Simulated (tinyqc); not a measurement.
CIS on RHF in the sto-3g basis, for H2O, spin multiplicity 1, step by step. Computed by tinyqc, a small Python program that keeps every step (integrals from PySCF). Settings: charge = 0, multiplicity = 1, basis = sto-3g, method = RHF, energy threshold = 1e-10, iteration cap = 72, orthogonalisation = symmetric, start = atomic densities, DIIS depth = 6. Command: `OMP_NUM_THREADS=1 python tinyqc.py 21827 21828 out.jsonl` (the two numbers bound the seeds that draw the settings). One thread of a shared host (Intel(R) Xeon(R) Processor @ 2.60GHz), about 0.1 s of CPU time with the checks. The early iterations of the SCF are left out here.

## One-electron integrals

Geometry (angstrom):
```
atom       x        y       z
O     0.0000   0.0000  0.0000
H     0.0000   0.8650  0.5780
H     0.0000  -0.8650  0.5780
```

Basis sto-3g: exponents (1/bohr^2) and contraction coefficients of normalised primitives:
```
element  l (shell)  exponent  coefficient
O            s (1)  130.7093       0.1543
O            s (1)   23.8089       0.5353
O            s (1)    6.4436       0.4446
O            s (2)    5.0332      -0.1000
O            s (2)    1.1696       0.3995
O            s (2)    0.3804       0.7001
O            p (3)    5.0332       0.1559
O            p (3)    1.1696       0.6077
O            p (3)    0.3804       0.3920
H            s (1)    3.4253       0.1543
H            s (1)    0.6239       0.5353
H            s (1)    0.1689       0.4446
```

Overlap, kinetic and nuclear-attraction integrals over the contracted functions; the nuclear repulsion is the sum of Za Zb / Rab.

nuclear repulsion = 8.444404 hartree

overlap S, lower triangle:
```
         1O 1s   1O 2s  1O 2px   1O 2py  1O 2pz   2H 1s   3H 1s
1O 1s   1.0000
1O 2s   0.2367  1.0000
1O 2px  0.0000  0.0000  1.0000
1O 2py  0.0000  0.0000  0.0000   1.0000
1O 2pz  0.0000  0.0000  0.0000   0.0000  1.0000
2H 1s   0.0443  0.4219  0.0000   0.3021  0.2018  1.0000
3H 1s   0.0443  0.4219  0.0000  -0.3021  0.2018  0.1828  1.0000
```

kinetic energy T (hartree), lower triangle:
```
          1O 1s   1O 2s  1O 2px   1O 2py  1O 2pz    2H 1s   3H 1s
1O 1s   29.0032
1O 2s   -0.1680  0.8081
1O 2px   0.0000  0.0000  2.5287
1O 2py   0.0000  0.0000  0.0000   2.5287
1O 2pz   0.0000  0.0000  0.0000   0.0000  2.5287
2H 1s   -0.0069  0.0923  0.0000   0.1866  0.1247   0.7600
3H 1s   -0.0069  0.0923  0.0000  -0.1866  0.1247  -0.0038  0.7600
```

nuclear attraction V (hartree), lower triangle:
```
           1O 1s     1O 2s   1O 2px    1O 2py   1O 2pz    2H 1s    3H 1s
1O 1s   -61.6358
1O 2s    -7.4239  -10.0614
1O 2px    0.0000    0.0000  -9.9193
1O 2py    0.0000    0.0000   0.0000  -10.0618
1O 2pz   -0.0146   -0.1762   0.0000    0.0000  -9.9830
2H 1s    -1.4248   -3.3212   0.0000   -2.1056  -1.4550  -5.4946
3H 1s    -1.4248   -3.3212   0.0000    2.1056  -1.4550  -1.1294  -5.4946
```

core Hamiltonian H = T + V (hartree), lower triangle:
```
           1O 1s    1O 2s   1O 2px   1O 2py   1O 2pz    2H 1s    3H 1s
1O 1s   -32.6326
1O 2s    -7.5919  -9.2532
1O 2px    0.0000   0.0000  -7.3906
1O 2py    0.0000   0.0000   0.0000  -7.5331
1O 2pz   -0.0146  -0.1762   0.0000   0.0000  -7.4542
2H 1s    -1.4317  -3.2288   0.0000  -1.9191  -1.3304  -4.7346
3H 1s    -1.4317  -3.2288   0.0000   1.9191  -1.3304  -1.1333  -4.7346
```

## Two-electron integrals

Functions are numbered as in S; the eight-fold symmetry (ij|kl) = (ji|kl) = (kl|ij) leaves the list below.

Two-electron integrals (ij|kl) in chemists' order, unique and non-zero (hartree):
```
(11|11) 4.7851      (21|11) 0.7414      (21|21) 0.1369      (22|11) 1.1189
(22|21) 0.2566      (22|22) 0.8172      (31|31) 0.0245      (32|31) 0.0378
(32|32) 0.1805      (33|11) 1.1158      (33|21) 0.2567      (33|22) 0.8170
(33|33) 0.8802      (41|41) 0.0245      (42|41) 0.0378      (42|42) 0.1805
(43|43) 0.0474      (44|11) 1.1158      (44|21) 0.2567      (44|22) 0.8170
(44|33) 0.7853      (44|44) 0.8802      (51|51) 0.0245      (52|51) 0.0378
(52|52) 0.1805      (53|53) 0.0474      (54|54) 0.0474      (55|11) 1.1158
(55|21) 0.2567      (55|22) 0.8170      (55|33) 0.7853      (55|44) 0.7853
(55|55) 0.8802      (61|11) 0.1406      (61|21) 0.0257      (61|22) 0.0480
(61|33) 0.0479      (61|41) 0.0010      (61|42) 0.0019      (61|44) 0.0481
(61|51) 0.0007      (61|52) 0.0012      (61|54) 1.33e-04    (61|55) 0.0480
(61|61) 0.0049      (62|11) 0.3489      (62|21) 0.0810      (62|22) 0.2866
(62|33) 0.2816      (62|41) 0.0051      (62|42) 0.0390      (62|44) 0.2917
(62|51) 0.0034      (62|52) 0.0261      (62|54) 0.0067      (62|55) 0.2861
(62|61) 0.0156      (62|62) 0.1254      (63|31) 0.0084      (63|32) 0.0492
(63|43) 0.0081      (63|53) 0.0054      (63|63) 0.0177      (64|11) 0.2113
(64|21) 0.0497      (64|22) 0.1877      (64|33) 0.1792      (64|41) 0.0111
(64|42) 0.0733      (64|44) 0.2016      (64|51) 0.0018      (64|52) 0.0161
(64|54) 0.0096      (64|55) 0.1820      (64|61) 0.0100      (64|62) 0.0998
(64|64) 0.0961      (65|11) 0.1412      (65|21) 0.0332      (65|22) 0.1254
(65|33) 0.1198      (65|41) 0.0018      (65|42) 0.0161      (65|44) 0.1240
(65|51) 0.0096      (65|52) 0.0600      (65|54) 0.0109      (65|55) 0.1324
(65|61) 0.0067      (65|62) 0.0667      (65|64) 0.0524      (65|65) 0.0527
(66|11) 0.4948      (66|21) 0.1168      (66|22) 0.4743      (66|33) 0.4552
(66|41) 0.0093      (66|42) 0.0993      (66|44) 0.4943      (66|51) 0.0062
(66|52) 0.0663      (66|54) 0.0261      (66|55) 0.4727      (66|61) 0.0226
(66|62) 0.2635      (66|64) 0.2393      (66|65) 0.1599      (66|66) 0.7746
(71|11) 0.1406      (71|21) 0.0257      (71|22) 0.0480      (71|33) 0.0479
(71|41) -0.0010     (71|42) -0.0019     (71|44) 0.0481      (71|51) 0.0007
(71|52) 0.0012      (71|54) -1.33e-04   (71|55) 0.0480      (71|61) 0.0048
(71|62) 0.0150      (71|64) 0.0088      (71|65) 0.0064      (71|66) 0.0216
(71|71) 0.0049      (72|11) 0.3489      (72|21) 0.0810      (72|22) 0.2866
(72|33) 0.2816      (72|41) -0.0051     (72|42) -0.0390     (72|44) 0.2917
(72|51) 0.0034      (72|52) 0.0261      (72|54) -0.0067     (72|55) 0.2861
(72|61) 0.0150      (72|62) 0.0992      (72|64) 0.0548      (72|65) 0.0512
(72|66) 0.1682      (72|71) 0.0156      (72|72) 0.1254      (73|31) 0.0084
(73|32) 0.0492      (73|43) -0.0081     (73|53) 0.0054      (73|63) 0.0134
(73|73) 0.0177      (74|11) -0.2113     (74|21) -0.0497     (74|22) -0.1877
(74|33) -0.1792     (74|41) 0.0111      (74|42) 0.0733      (74|44) -0.2016
(74|51) -0.0018     (74|52) -0.0161     (74|54) 0.0096      (74|55) -0.1820
(74|61) -0.0088     (74|62) -0.0548     (74|64) -0.0174     (74|65) -0.0277
(74|66) -0.0838     (74|71) -0.0100     (74|72) -0.0998     (74|74) 0.0961
(75|11) 0.1412      (75|21) 0.0332      (75|22) 0.1254      (75|33) 0.1198
(75|41) -0.0018     (75|42) -0.0161     (75|44) 0.1240      (75|51) 0.0096
(75|52) 0.0600      (75|54) -0.0109     (75|55) 0.1324      (75|61) 0.0064
(75|62) 0.0512      (75|64) 0.0277      (75|65) 0.0394      (75|66) 0.0946
(75|71) 0.0067      (75|72) 0.0667      (75|74) -0.0524     (75|75) 0.0527
(76|11) 0.1133      (76|21) 0.0266      (76|22) 0.1012      (76|33) 0.0991
(76|44) 0.1013      (76|51) 0.0018      (76|52) 0.0160      (76|55) 0.1032
(76|61) 0.0050      (76|62) 0.0430      (76|64) 0.0297      (76|65) 0.0257
(76|66) 0.0920      (76|71) 0.0050      (76|72) 0.0430      (76|74) -0.0297
(76|75) 0.0257      (76|76) 0.0181      (77|11) 0.4948      (77|21) 0.1168
(77|22) 0.4743      (77|33) 0.4552      (77|41) -0.0093     (77|42) -0.0993
(77|44) 0.4943      (77|51) 0.0062      (77|52) 0.0663      (77|54) -0.0261
(77|55) 0.4727      (77|61) 0.0216      (77|62) 0.1682      (77|64) 0.0838
(77|65) 0.0946      (77|66) 0.3031      (77|71) 0.0226      (77|72) 0.2635
(77|74) -0.2393     (77|75) 0.1599      (77|76) 0.0920      (77|77) 0.7746
```

## Orthogonalisation

S = U s U^T; symmetric (Loewdin) form X = U s^(-1/2) U^T, so that X^T S X = 1.

eigenvalues of S: 0.3980  0.4718  0.8928  1.0000  1.0879  1.3455  1.8041

X, lower triangle:
```
          1O 1s    1O 2s  1O 2px   1O 2py   1O 2pz    2H 1s   3H 1s
1O 1s    1.0239
1O 2s   -0.1396   1.1917
1O 2px   0.0000   0.0000  1.0000
1O 2py   0.0000   0.0000  0.0000   1.0969
1O 2pz  -0.0079   0.0794  0.0000   0.0000   1.0372
2H 1s    0.0205  -0.2527  0.0000  -0.2053  -0.1187   1.1576
3H 1s    0.0205  -0.2527  0.0000   0.2053  -0.1187  -0.0636  1.1576
```

## Iteration 8 (converged): orbitals

converged F (hartree), lower triangle:
```
           1O 1s    1O 2s   1O 2px   1O 2py   1O 2pz    2H 1s    3H 1s
1O 1s   -20.2319
1O 2s    -5.1609  -2.4149
1O 2px    0.0000   0.0000  -0.3808
1O 2py    0.0000   0.0000   0.0000  -0.2666
1O 2pz   -0.0268  -0.0862   0.0000   0.0000  -0.2981
2H 1s    -0.9817  -0.8855   0.0000  -0.3892  -0.3146  -0.4715
3H 1s    -0.9817  -0.8855   0.0000   0.3892  -0.3146  -0.2740  -0.4715
```

Diagonalise F' = X^T F X, C = X C', fill 5 alpha and 5 beta electrons from the bottom; D = 2 C_occ C_occ^T. Each column has its largest component positive (the first on a tie).

F' = X^T F X (hartree), lower triangle:
```
          1        2        3        4        5        6        7
1  -19.8548
2   -2.6916  -1.2660
3    0.0000   0.0000  -0.3808
4    0.0000   0.0000   0.0000   0.0131
5   -0.0529   0.1028   0.0000   0.0000  -0.1809
6   -0.1276  -0.4544   0.0000  -0.4445  -0.2932  -0.0007
7   -0.1276  -0.4544   0.0000   0.4445  -0.2932  -0.0740  -0.0007
```

orbital energies (hartree): MO1 -20.2404, MO2 -1.2220, MO3 -0.5862, MO4 -0.4236, MO5 -0.3808, MO6 0.5096, MO7 0.6725

coefficients C:
```
            MO1      MO2      MO3      MO4     MO5      MO6      MO7
1O 1s    0.9943  -0.2367   0.0000   0.0938  0.0000  -0.1237   0.0000
1O 2s    0.0251   0.8648   0.0000  -0.4858  0.0000   0.7675   0.0000
1O 2px   0.0000   0.0000   0.0000   0.0000  1.0000   0.0000   0.0000
1O 2py   0.0000   0.0000   0.5936   0.0000  0.0000   0.0000   0.9670
1O 2pz   0.0034   0.0963   0.0000   0.7837  0.0000   0.6977   0.0000
2H 1s   -0.0052   0.1528   0.4472   0.3007  0.0000  -0.7504  -0.7666
3H 1s   -0.0052   0.1528  -0.4472   0.3007  0.0000  -0.7504   0.7666
```

D after iteration 8, lower triangle:
```
          1O 1s    1O 2s  1O 2px   1O 2py  1O 2pz    2H 1s   3H 1s
1O 1s    2.1069
1O 2s   -0.4506   1.9691
1O 2px   0.0000   0.0000  2.0000
1O 2py   0.0000   0.0000  0.0000   0.7048
1O 2pz   0.1082  -0.5947  0.0000   0.0000  1.2469
2H 1s   -0.0262  -0.0281  0.0000   0.5309  0.5007   0.6275
3H 1s   -0.0262  -0.0281  0.0000  -0.5309  0.5007  -0.1724  0.6275
```

## Convergence

Stop when the energy changes by less than 1e-10 hartree and every element of the error matrix X^T (F D S - S D F) X is below 3e-06.

Course of the cycle:
```
iteration  E (hartree)     change  largest element of the error matrix
1           -75.298933          -                             1.12e+00
2           -74.913010   3.86e-01                             1.90e-01
3           -74.952216  -3.92e-02                             2.35e-02
4           -74.952786  -5.70e-04                             4.93e-03
5           -74.952818  -3.15e-05                             2.06e-04
6           -74.952818  -1.74e-07                             5.11e-05
7           -74.952818  -1.01e-08                             2.74e-07
8           -74.952818  -8.53e-14                             1.47e-10
```

PySCF RHF in the same basis = -74.952818 hartree

Converged in 8 iterations.

## Integrals over molecular orbitals

(pq|rs) = sum C_ip C_jq C_kr C_ls (ij|kl), one index at a time.

one-electron integrals over orbitals h = C^T H C (hartree), lower triangle:
```
          1        2        3        4        5        6        7
1  -32.6154
2    0.5655  -7.5903
3    0.0000   0.0000  -6.1327
4   -0.2097   0.4802   0.0000  -6.8151
5    0.0000   0.0000   0.0000   0.0000  -7.3906
6    0.2857  -1.2907   0.0000  -1.1778   0.0000  -5.2389
7    0.0000   0.0000  -1.7680   0.0000   0.0000   0.0000  -5.5866
```

Two-electron integrals over orbitals (pq|rs), unique and non-zero (hartree):
```
(11|11) 4.7457      (21|11) -0.4238     (21|21) 0.0599      (22|11) 1.0119
(22|21) -0.0145     (22|22) 0.7214      (31|31) 0.0104      (32|31) 0.0168
(32|32) 0.1375      (33|11) 0.7700      (33|21) -0.0045     (33|22) 0.6233
(33|33) 0.6067      (41|11) 0.1666      (41|21) -0.0213     (41|22) 0.0134
(41|33) 0.0056      (41|41) 0.0259      (42|11) -0.1348     (42|21) 0.0082
(42|22) -0.0126     (42|33) 0.0055      (42|41) 0.0199      (42|42) 0.1291
(43|31) -0.0025     (43|32) 0.0264      (43|43) 0.0500      (44|11) 0.9785
(44|21) -0.0123     (44|22) 0.6748      (44|33) 0.5795      (44|41) -0.0104
(44|42) -0.1023     (44|44) 0.7513      (51|51) 0.0260      (52|51) 0.0329
(52|52) 0.1479      (53|53) 0.0270      (54|51) -0.0121     (54|52) -0.0436
(54|54) 0.0514      (55|11) 1.1153      (55|21) -0.0120     (55|22) 0.7506
(55|33) 0.6095      (55|41) 0.0046      (55|42) -0.0727     (55|44) 0.7155
(55|55) 0.8802      (61|11) -0.2217     (61|21) 0.0333      (61|22) -0.0025
(61|33) 4.23e-05    (61|41) 0.0012      (61|42) 0.0201      (61|44) -0.0169
(61|55) -0.0059     (61|61) 0.0278      (62|11) 0.2874      (62|21) -0.0067
(62|22) 0.1354      (62|33) 0.0662      (62|41) 0.0182      (62|42) 0.0270
(62|44) 0.0800      (62|55) 0.1505      (62|61) 0.0072      (62|62) 0.0966
(63|31) 0.0025      (63|32) -0.0447     (63|43) -0.0352     (63|63) 0.0793
(64|11) 0.2391      (64|21) -0.0027     (64|22) 0.1107      (64|33) 0.0437
(64|41) 0.0029      (64|42) -0.0322     (64|44) 0.1257      (64|55) 0.1300
(64|61) -8.33e-05   (64|62) 0.0637      (64|64) 0.0786      (65|51) 0.0147
(65|52) 0.0564      (65|54) 0.0020      (65|65) 0.0362      (66|11) 0.7721
(66|21) -0.0071     (66|22) 0.5927      (66|33) 0.5542      (66|41) 0.0193
(66|42) 0.0552      (66|44) 0.5402      (66|55) 0.5743      (66|61) 0.0079
(66|62) 0.0886      (66|64) 0.0466      (66|66) 0.5807      (71|31) 0.0148
(71|32) 0.0226      (71|43) -0.0037     (71|63) 0.0030      (71|71) 0.0211
(72|31) 0.0144      (72|32) 0.0498      (72|43) -0.0298     (72|63) 0.0318
(72|71) 0.0195      (72|72) 0.0662      (73|11) 0.3691      (73|21) -0.0071
(73|22) 0.1564      (73|33) 0.0896      (73|41) -3.65e-04   (73|42) -0.0724
(73|44) 0.1572      (73|55) 0.1984      (73|61) -0.0060     (73|62) 0.0742
(73|64) 0.0864      (73|66) 0.0402      (73|73) 0.1539      (74|31) -0.0084
(74|32) -0.0723     (74|43) -0.0047     (74|63) 0.0510      (74|71) -0.0119
(74|72) -0.0178     (74|74) 0.0670      (75|53) 0.0240      (75|75) 0.0254
(76|31) 0.0086      (76|32) 0.0953      (76|43) 0.0558      (76|63) -0.0719
(76|71) 0.0118      (76|72) -0.0041     (76|74) -0.0581     (76|76) 0.1176
(77|11) 0.8647      (77|21) -0.0095     (77|22) 0.6179      (77|33) 0.5941
(77|41) 0.0037      (77|42) -0.0196     (77|44) 0.5982      (77|55) 0.6215
(77|61) -0.0048     (77|62) 0.0661      (77|64) 0.0482      (77|66) 0.5536
(77|73) 0.1019      (77|77) 0.6108
```

## CIS matrix, singlets

A(ia,jb) = (e_a - e_i) d_ij d_ab + 2 (ia|jb) - (ij|ab).

CIS matrix A, singlet (hartree), lower triangle:
```
         1>6      1>7     2>6      2>7     3>6     3>7     4>6     4>7
1>6  20.0334
1>7   0.0000  20.0903
2>6   0.0215   0.0000  1.3321
2>7   0.0000   0.0486  0.0000   1.4090
3>6   0.0000  -0.0025  0.0000  -0.0316  0.7002
3>7  -0.0206   0.0000  0.0530   0.0000  0.0000  0.9724
4>6  -0.0195   0.0000  0.0722   0.0000  0.0000  0.1170  0.5502
4>7   0.0000  -0.0275  0.0000  -0.0160  0.0463  0.0000  0.0000  0.6321
5>6   0.0000   0.0000  0.0000   0.0000  0.0000  0.0000  0.0000  0.0000
5>7   0.0000   0.0000  0.0000   0.0000  0.0000  0.0000  0.0000  0.0000

        5>6     5>7
5>6  0.3886
5>7  0.0000  0.4827
```

## CIS singlet states

dipole integrals <i|r|a> (bohr):
```
          x        y        z
1>6  0.0000   0.0000   0.0421
1>7  0.0000   0.0565   0.0000
2>6  0.0000   0.0000  -0.0511
2>7  0.0000  -0.1193   0.0000
3>6  0.0000  -0.9532   0.0000
3>7  0.0000   0.0000  -0.6185
4>6  0.0000   0.0000  -0.4637
4>7  0.0000  -0.7241   0.0000
5>6  0.0783   0.0000   0.0000
5>7  0.0000   0.0000   0.0000
```

Diagonalise A (1 hartree = 27.211386 eV); each vector has its largest component positive (the first on a tie). The transition dipole is mu = sqrt2 sum c_ia <i|r|a>.

singlet excitation energies (eV): 10.5738  13.1353  14.0401  16.5621  19.6413  26.9078  36.7299  38.3870  545.1395  546.6907

lowest vectors:
```
     state 1  state 2  state 3  state 4  state 5  state 6
1>6   0.0000   0.0000   0.0008   0.0000   0.0000   0.0015
1>7   0.0000   0.0000   0.0000   0.0012   0.0006   0.0000
2>6   0.0000   0.0000  -0.0701   0.0000   0.0000  -0.1944
2>7   0.0000   0.0000   0.0000   0.0000   0.0515   0.0000
3>6   0.0000   0.0000   0.0000  -0.4514   0.8911   0.0000
3>7   0.0000   0.0000  -0.2401   0.0000   0.0000   0.9553
4>6   0.0000   0.0000   0.9682   0.0000   0.0000   0.2228
4>7   0.0000   0.0000   0.0000   0.8923   0.4508   0.0000
5>6   1.0000   0.0000   0.0000   0.0000   0.0000   0.0000
5>7   0.0000   1.0000   0.0000   0.0000   0.0000   0.0000
```

oscillator strengths 2/3 w |mu|^2: 0.0032  0.0000  0.0606  0.0378  1.3445  0.6171

## CIS matrix, triplets

A(ia,jb) = (e_a - e_i) d_ij d_ab - (ij|ab).

CIS matrix A, triplet (hartree), lower triangle:
```
         1>6      1>7      2>6      2>7      3>6      3>7     4>6     4>7
1>6  19.9779
1>7   0.0000  20.0482
2>6   0.0071   0.0000   1.1390
2>7   0.0000   0.0095   0.0000   1.2766
3>6   0.0000  -0.0086   0.0000  -0.0953   0.5417
3>7  -0.0086   0.0000  -0.0953   0.0000   0.0000   0.6646
4>6  -0.0193   0.0000  -0.0552   0.0000   0.0000  -0.0558  0.3931
4>7   0.0000  -0.0037   0.0000   0.0196  -0.0558   0.0000  0.0000  0.4980
5>6   0.0000   0.0000   0.0000   0.0000   0.0000   0.0000  0.0000  0.0000
5>7   0.0000   0.0000   0.0000   0.0000   0.0000   0.0000  0.0000  0.0000

        5>6     5>7
5>6  0.3162
5>7  0.0000  0.4318
```

## CIS triplet states

Diagonalise A (1 hartree = 27.211386 eV); each vector has its largest component positive (the first on a tie).

triplet excitation energies (eV): 8.6039  10.2036  11.7512  12.4653  15.4708  18.0089  31.5625  35.0943  543.6272  545.5394

lowest vectors:
```
     state 1  state 2  state 3  state 4  state 5  state 6
1>6   0.0000   0.0010   0.0000   0.0000   0.0000   0.0001
1>7   0.0000   0.0000   0.0000   0.0004   0.0002   0.0000
2>6   0.0000   0.0974   0.0000   0.0000   0.0000   0.1646
2>7   0.0000   0.0000   0.0000   0.0498   0.1234   0.0000
3>6   0.0000   0.0000   0.0000   0.5930   0.7948   0.0000
3>7   0.0000   0.2190   0.0000   0.0000   0.0000   0.9585
4>6   0.0000   0.9709   0.0000   0.0000   0.0000  -0.2327
4>7   0.0000   0.0000   0.0000   0.8036  -0.5942   0.0000
5>6   1.0000   0.0000   0.0000   0.0000   0.0000   0.0000
5>7   0.0000   0.0000   1.0000   0.0000   0.0000   0.0000
```
